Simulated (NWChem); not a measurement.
System: fluorine (F₂); SMILES FF

NWChem input:

```
start job
memory heap 200 mb stack 900 mb global 1100 mb
geometry units angstroms noautoz
  F      0.000000     0.000000     0.688226
  F      0.000000     0.000000    -0.688226
end
basis spherical
  * library 6-31g*
end
dft
  xc r2scan
  iterations 200
  convergence nolevelshifting
end
task dft gradient
```

Output (shortened):

```
             Northwest Computational Chemistry Package (NWChem) 7.3.0
             --------------------------------------------------------

 ORDER OF PRIMARY AXIS IS BEING SET TO 4
 D4H symmetry detected

                             Geometry "geometry" -> ""
                             -------------------------

 Output coordinates in angstroms (scale by  1.889725989 to convert to a.u.)

  No.       Tag          Charge          X              Y              Z
 ---- ---------------- ---------- -------------- -------------- --------------
    1 F                    9.0000     0.00000000     0.00000000     0.68822600
    2 F                    9.0000     0.00000000     0.00000000    -0.68822600

 Effective nuclear repulsion energy (a.u.)      31.1404663359

      Symmetry information
      --------------------

 Group name             D4h
 Group number             28
 Group order              16
 No. of unique centers     1

                                 NWChem DFT Module
                                 -----------------

 Summary of "ao basis" -> "ao basis" (spherical)
 ------------------------------------------------------------------------------
       Tag                 Description            Shells   Functions and Types
 ---------------- ------------------------------  ------  ---------------------
 F                           6-31g*                  6       14   3s2p1d

      Symmetry analysis of basis
      --------------------------

        a1g         6
        a1u         0
        a2g         0
        a2u         6
        b1g         1
        b1u         1
        b2g         1
        b2u         1
        eg          6
        eu          6

            General Information
            -------------------
          SCF calculation type: DFT
          Wavefunction type:  closed shell.
          No. of atoms     :     2
          No. of electrons :    18
           Alpha electrons :     9
            Beta electrons :     9
          Charge           :     0
          Spin multiplicity:     1
          Use of symmetry is: on ; symmetry adaption is: on
          Maximum number of iterations: 200
          AO basis - number of functions:    28
                     number of shells:    12
          Convergence on energy requested:  1.00D-06
          Convergence on density requested:  1.00D-05
          Convergence on gradient requested:  5.00D-04

              XC Information
              --------------
                      r^2SCAN Method XC Functional
               r^2SCAN metaGGA Exchange Functional  1.000
                     r^2SCAN Correlation Potential  1.000

             Grid Information
             ----------------
          Grid used for XC integration:  medium
          Radial quadrature: Mura-Knowles
          Angular quadrature: Lebedev.
          Tag              B.-S. Rad. Rad. Pts. Rad. Cut. Ang. Pts.
          ---              ---------- --------- --------- ---------
          F                   0.50       49           5.0       434
          Grid pruning is: on
          Number of quadrature shells:    49
          Spatial weights used:  Erf1

      Superposition of Atomic Density Guess
      -------------------------------------

 Sum of atomic energies:        -198.74466405

      Non-variational initial energy
      ------------------------------

 Total energy =    -198.534425
 1-e energy   =    -340.783896
 2-e energy   =     111.109005
 HOMO         =      -0.473104
 LUMO         =      -0.137440

      Symmetry analysis of molecular orbitals - initial
      -------------------------------------------------

 !! scf_movecs_sym_adapt:    4 vectors were symmetry contaminated

  Symmetry fudging

 !! scf_movecs_sym_adapt:    2 vectors were symmetry contaminated

  Numbering of irreducible representations:

     1 a1g         2 a1u         3 a2g         4 a2u         5 b1g
     6 b1u         7 b2g         8 b2u         9 eg         10 eu

  Orbital symmetries:

     1 a1g         2 a2u         3 a1g         4 a2u         5 a1g
     6 eu          7 eu          8 eg          9 eg         10 a2u
    11 a2u        12 eu         13 eu         14 a1g        15 eg
    16 eg         17 a1g        18 eu         19 eu

   convergence    iter        energy       DeltaE   RMS-Dens  Diis-err
 ---------------- ----- ----------------- --------- --------- ---------
 d= 0,ls=0.0,diis     1   -199.3850892923 -2.31D+02  1.45D-02  3.66D-01
 d= 0,ls=0.0,diis     2   -199.3978222835 -1.27D-02  6.50D-03  1.92D-01
 d= 0,ls=0.0,diis     3   -199.4137879501 -1.60D-02  7.87D-04  2.01D-03
 d= 0,ls=0.0,diis     4   -199.4139246076 -1.37D-04  1.88D-04  1.61D-04
 d= 0,ls=0.0,diis     5   -199.4139378212 -1.32D-05  1.23D-06  9.70D-09
 d= 0,ls=0.0,diis     6   -199.4139378220 -8.29D-10  1.64D-08  1.22D-12

         Total DFT energy =     -199.413937822031
      One electron energy =     -340.290678307575
           Coulomb energy =      130.464207392652
    Exchange-Corr. energy =      -20.727933243003
 Nuclear repulsion energy =       31.140466335895

 Numeric. integr. density =       18.000000573026

                  Occupations of the irreducible representations
                  ----------------------------------------------

                     irrep           alpha         beta
                     --------     --------     --------
                     a1g               3.0          3.0
                     a1u               0.0          0.0
                     a2g               0.0          0.0
                     a2u               2.0          2.0
                     b1g               0.0          0.0
                     b1u               0.0          0.0
                     b2g               0.0          0.0
                     b2u               0.0          0.0
                     eg                2.0          2.0
                     eu                2.0          2.0

                       DFT Final Molecular Orbital Analysis
                       ------------------------------------

 Vector    7  Occ=2.000000D+00  E=-4.782546D-01  Symmetry=eu
              MO Center= -7.0D-16, -9.2D-16,  2.0D-14, r^2= 8.5D-01
   Bfn.  Coefficient  Atom+Function         Bfn.  Coefficient  Atom+Function
  ----- ------------  ---------------      ----- ------------  ---------------
     4      0.367309  1 F  py                18      0.367309  2 F  py
     3      0.280559  1 F  px                17      0.280559  2 F  px
     8      0.241854  1 F  py                22      0.241854  2 F  py
     7      0.184733  1 F  px                21      0.184733  2 F  px

 Vector    8  Occ=2.000000D+00  E=-3.368679D-01  Symmetry=eg
              MO Center= -5.8D-20, -8.0D-20, -1.9D-14, r^2= 9.0D-01
   Bfn.  Coefficient  Atom+Function         Bfn.  Coefficient  Atom+Function
  ----- ------------  ---------------      ----- ------------  ---------------
     4      0.416678  1 F  py                18     -0.416678  2 F  py
     3      0.301307  1 F  px                17     -0.301307  2 F  px
     8      0.280344  1 F  py                22     -0.280344  2 F  py
     7      0.202722  1 F  px                21     -0.202722  2 F  px

 Vector    9  Occ=2.000000D+00  E=-3.368679D-01  Symmetry=eg
              MO Center=  1.1D-16, -2.7D-16,  1.3D-14, r^2= 9.0D-01
   Bfn.  Coefficient  Atom+Function         Bfn.  Coefficient  Atom+Function
  ----- ------------  ---------------      ----- ------------  ---------------
     3      0.416678  1 F  px                17     -0.416678  2 F  px
     4     -0.301307  1 F  py                18      0.301307  2 F  py
     7      0.280344  1 F  px                21     -0.280344  2 F  px
     8     -0.202722  1 F  py                22      0.202722  2 F  py

 Vector   10  Occ=0.000000D+00  E=-1.512652D-01  Symmetry=a2u
              MO Center= -2.4D-20,  1.7D-20,  1.8D-16, r^2= 8.6D-01
   Bfn.  Coefficient  Atom+Function         Bfn.  Coefficient  Atom+Function
  ----- ------------  ---------------      ----- ------------  ---------------
     5      0.555172  1 F  pz                19      0.555172  2 F  pz
     9      0.453359  1 F  pz                23      0.453359  2 F  pz
     6     -0.218426  1 F  s                 20      0.218426  2 F  s
     2     -0.137471  1 F  s                 16      0.137471  2 F  s
     1      0.048296  1 F  s                 15     -0.048296  2 F  s

 Vector   11  Occ=0.000000D+00  E= 1.064559D+00  Symmetry=eu
              MO Center= -2.5D-19,  3.0D-19,  2.2D-17, r^2= 1.2D+00
   Bfn.  Coefficient  Atom+Function         Bfn.  Coefficient  Atom+Function
  ----- ------------  ---------------      ----- ------------  ---------------
     4      0.515036  1 F  py                18      0.515036  2 F  py
     8     -0.491142  1 F  py                22     -0.491142  2 F  py
     3     -0.425651  1 F  px                17     -0.425651  2 F  px
     7      0.405904  1 F  px                21      0.405904  2 F  px
    11      0.031356  1 F  d -1              25     -0.031356  2 F  d -1

 Vector   12  Occ=0.000000D+00  E= 1.064559D+00  Symmetry=eu
              MO Center= -9.2D-16, -8.7D-16, -2.8D-16, r^2= 1.2D+00
   Bfn.  Coefficient  Atom+Function         Bfn.  Coefficient  Atom+Function
  ----- ------------  ---------------      ----- ------------  ---------------
     3      0.515036  1 F  px                17      0.515036  2 F  px
     7     -0.491142  1 F  px                21     -0.491142  2 F  px
     4      0.425651  1 F  py                18      0.425651  2 F  py
     8     -0.405904  1 F  py                22     -0.405904  2 F  py
    13     -0.031356  1 F  d  1              27      0.031356  2 F  d  1

     Multipole analysis of the density
     ---------------------------------

     L   x y z        total         alpha         beta         nuclear
     -   - - -        -----         -----         ----         -------
     0   0 0 0     -0.000000     -9.000000     -9.000000     18.000000

     1   1 0 0     -0.000000     -0.000000     -0.000000      0.000000
     1   0 1 0     -0.000000     -0.000000     -0.000000      0.000000
     1   0 0 1      0.000000      0.000000      0.000000      0.000000

     2   2 0 0     -6.880466     -3.440233     -3.440233      0.000000
     2   1 1 0     -0.000000     -0.000000     -0.000000      0.000000
     2   1 0 1     -0.000000     -0.000000     -0.000000      0.000000
     2   0 2 0     -6.880466     -3.440233     -3.440233      0.000000
     2   0 1 1      0.000000      0.000000      0.000000      0.000000
     2   0 0 2     -6.224018    -18.335082    -18.335082     30.446146

            General Information
            -------------------
          SCF calculation type: DFT
          Wavefunction type:  closed shell.
          No. of atoms     :     2
          No. of electrons :    18
           Alpha electrons :     9
            Beta electrons :     9
          Charge           :     0
          Spin multiplicity:     1
          Use of symmetry is: on ; symmetry adaption is: on
          Maximum number of iterations: 200
          AO basis - number of functions:    28
                     number of shells:    12
          Convergence on energy requested:  1.00D-06
          Convergence on density requested:  1.00D-05
          Convergence on gradient requested:  5.00D-04

              XC Information
              --------------
                      r^2SCAN Method XC Functional
               r^2SCAN metaGGA Exchange Functional  1.000
                     r^2SCAN Correlation Potential  1.000

             Grid Information
             ----------------
          Grid used for XC integration:  medium
          Radial quadrature: Mura-Knowles
          Angular quadrature: Lebedev.
          Tag              B.-S. Rad. Rad. Pts. Rad. Cut. Ang. Pts.
          ---              ---------- --------- --------- ---------
          F                   0.50       49           5.0       434
          Grid pruning is: on
          Number of quadrature shells:    49
          Spatial weights used:  Erf1

          Convergence Information
          -----------------------
          Convergence aids based upon iterative change in
          total energy or number of iterations.
          Levelshifting, if invoked, occurs when the
          HOMO/LUMO gap drops below (HL_TOL):  1.00D-02
          DIIS, if invoked, will attempt to extrapolate
          using up to (NFOCK): 10 stored Fock matrices.

                    Damping( 0%)  Levelshifting(0.0)       DIIS
                  --------------- ------------------- ---------------
          dE  on:    start             N/A                start
          dE off:    2 iters           N/A              200 iters

                            NWChem DFT Gradient Module
                            --------------------------

  charge          =   0.00
  wavefunction    = closed shell

  Using symmetry

                         DFT ENERGY GRADIENTS

    atom               coordinates                        gradient
                 x          y          z           x          y          z
   1 F       0.000000   0.000000   1.300559    0.000000   0.000000  -0.027238
   2 F       0.000000   0.000000  -1.300559    0.000000   0.000000   0.027238
```

Level: r2SCAN/6-31G* (spherical d). Geometry: optimised at PBE0/def2-SVP.
